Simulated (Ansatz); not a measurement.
CH2O, SMILES C=O.

Geometry: PBE0-D3(BJ)/def2-TZVPD.

Two levels are set side by side: PBE/def2-TZVPD (Ansatz, a first-principles code) and CAM-B3LYP/def2-TZVPD (Ansatz). Energy differences of separate SCF runs at the same geometry; the states with an electron removed or added have multiplicity 2 and 2. Differences are taken from unrounded values.

```
quantity                           CAM-B3LYP
---------------------------------  ---------
vertical ionisation energy (eV)        10.90
vertical singlet–triplet gap (eV)       3.33
```

Q: What does PBE give, and how far is it from CAM-B3LYP? (An estimate is asked for; the answer gives what the named calculation found.)

A: 
| quantity | PBE | PBE minus CAM-B3LYP |
|---|---|---|
| vertical ionisation energy (eV) | 10.73 | -0.16 |
| vertical singlet–triplet gap (eV) | 3.32 | -0.01 |

Here PBE gives about what the other level gives.
